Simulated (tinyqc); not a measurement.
Extended Hueckel theory, for BH3-, step by step. The parameters take no account of the charge, which enters only through the electron count, and nothing here shows that the anion is bound. One step of it, computed by the program tinyqc.

Question. Wolfsberg-Helmholz matrix. H_ij = K' S_ij (H_ii + H_jj)/2 for i != j (the diagonal keeps H_ii), with K' = K + D^2 + D^4 (1 - K), D = (H_ii - H_jj)/(H_ii + H_jj), K = 2.

overlap S, order 1B 2s, 1B 2px, 1B 2py, 1B 2pz, 2H 1s, 3H 1s, 4H 1s:
$$\begin{pmatrix}
1.000000 & 0.000000 & 0.000000 & 0.000000 & 0.468383 & 0.468651 & 0.468651 \\
0.000000 & 1.000000 & 0.000000 & 0.000000 & 0.518771 & -0.259600 & -0.259600 \\
0.000000 & 0.000000 & 1.000000 & 0.000000 & 0.000000 & 0.449356 & -0.449356 \\
0.000000 & 0.000000 & 0.000000 & 1.000000 & -0.005045 & -0.005049 & -0.005049 \\
0.468383 & 0.518771 & 0.000000 & -0.005045 & 1.000000 & 0.081002 & 0.081002 \\
0.468651 & -0.259600 & 0.449356 & -0.005049 & 0.081002 & 1.000000 & 0.081145 \\
0.468651 & -0.259600 & -0.449356 & -0.005049 & 0.081002 & 0.081145 & 1.000000
\end{pmatrix}$$

diagonal H_ii (eV): 1B 2s -15.200000, 1B 2px -8.500000, 1B 2py -8.500000, 1B 2pz -8.500000, 2H 1s -13.600000, 3H 1s -13.600000, 4H 1s -13.600000

K = 2.000000

Give: H.

Answer.

H (eV), order 1B 2s, 1B 2px, 1B 2py, 1B 2pz, 2H 1s, 3H 1s, 4H 1s:
$$\begin{pmatrix}
-15.200 & 0.000 & 0.000 & 0.000 & -13.510 & -13.518 & -13.518 \\
0.000 & -8.500 & 0.000 & 0.000 & -11.754 & 5.882 & 5.882 \\
0.000 & 0.000 & -8.500 & 0.000 & 0.000 & -10.181 & 10.181 \\
0.000 & 0.000 & 0.000 & -8.500 & 0.114 & 0.114 & 0.114 \\
-13.510 & -11.754 & 0.000 & 0.114 & -13.600 & -2.203 & -2.203 \\
-13.518 & 5.882 & -10.181 & 0.114 & -2.203 & -13.600 & -2.207 \\
-13.518 & 5.882 & 10.181 & 0.114 & -2.203 & -2.207 & -13.600
\end{pmatrix}$$
